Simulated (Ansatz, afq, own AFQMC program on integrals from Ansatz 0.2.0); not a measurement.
Two steps: Ansatz 0.2.0 writes the Fock matrix and Cholesky factors of the valence space, and afq projects on them the lowest state that overlaps trial and start.

```yaml
crystal:
  periodic: [false, false, false]
  atoms:
    - {symbol: Au, position_ang: [0.000000, 0.000000, 0.000000]}
basis:
  gaussian: {orbitals: def2-TZVPP}
magnetization: {spin_polarized: true, initial_magnetization: 1}
correlation: {method: ccsd_t, electrons: outside_noble_gas, hamiltonian_folder: ham}
```

```sh
$ ansatz run in.yaml --threads 1 --pin off --events-out ev --progress --plain --max-ram 16896MiB --backend cuda --devices 0, --max-vram 18GiB
```

afq runs on the folder ham with

```
--method phaseless --trial hf --walkers 4000 --populations 20 --least-time 40 --time-step 0.005 --steps-per-block 20 --equilibration-blocks 160 --max-blocks 4000 --target-error 0.0006 --factor-cut 1e-05 --start spin_pure --seed 6125 --taylor-order 6
```

Times are imaginary, in 1/Eh. The walk had a cap of 69 s. With eight or more populations the least sampling time is a fifth of least-time, and the error comes from their spread. Core potentials past Kr, no spin–orbit coupling.

```
orbitals 52  electrons 6 5  factors 396 of 396
reference energy -134.78981626 Eh
CCSD correlation -0.33993689 Eh in 8 cycles, weight of the determinant in the CISD state 0.9176
energy of the start -134.789876 Eh
 block  time / (1/Eh)  mean weight  energy / Eh
     1     0.100  1.0025  -134.922824
     2     0.200  1.0032  -134.996796
     3     0.300  1.0029  -135.042750
     4     0.400  1.0030  -135.068629
     5     0.500  1.0025  -135.086112
     7     0.700  1.0010  -135.112244
     9     0.900  1.0002  -135.125674
    11     1.100  1.0007  -135.133220
    31     3.100  0.9995  -135.139445
    51     5.100  0.9997  -135.143563
    71     7.100  1.0000  -135.142591
    91     9.100  0.9997  -135.141360
   101    10.100  0.9999  -135.132489
   111    11.100  0.9994  -135.146157
   131    13.100  1.0005  -135.138723
   151    15.100  0.9997  -135.141580
   171    17.100  1.0007  -135.137302
   191    19.100  1.0002  -135.146780
   211    21.100  0.9995  -135.151320
   231    23.100  1.0002  -135.148235
   251    25.100  1.0004  -135.145037
   271    27.100  0.9995  -135.140320
   291    29.100  0.9998  -135.133635
   311    31.100  1.0002  -135.143050
   331    33.100  1.0003  -135.143953
   351    35.100  0.9999  -135.144631
   371    37.100  0.9995  -135.142221
   391    39.100  0.9998  -135.140162
   411    41.100  0.9998  -135.142243
error from the spread of 20 populations
energy -135.141844 +/- 0.000588 Eh
(rows thinned)
```

(1) Estimate how long the walk took on 1 × NVIDIA H100 80GB HBM3 with 2 threads of AMD EPYC 7R13 Processor (Zen 3) (shared host) (the card was shared).

The run passed its tests (sampling time, drift between the halves within three errors, error under three times the target), which doesn't prove that it has relaxed.

Against this walk (error 16.0 meV) on the same determinant: CCSD(T) 25.7 meV lower (within the noise), CCSDT(Q) 4.9 meV lower (within the noise), a separate phaseless walk with a CISD trial and standard settings 7.1 ± 16.3 meV higher (within the noise). The error is statistical and leaves out the bias of the constraint.

Cautions: constraint bias not in the error; no spin-orbit coupling; outer-core shells of the metal frozen.

Results:

(1) 50 s of wall time.

CCSDT and higher add their correlation energy to the determinant of the CCSD(T) run, since their own runs factorise the integrals more tightly (a shift of under 2 meV). A walk keeps the symmetry of its determinant, which the program's search chose and which needn't be the lowest solution, so a lower state of the same spin and another symmetry isn't excluded.
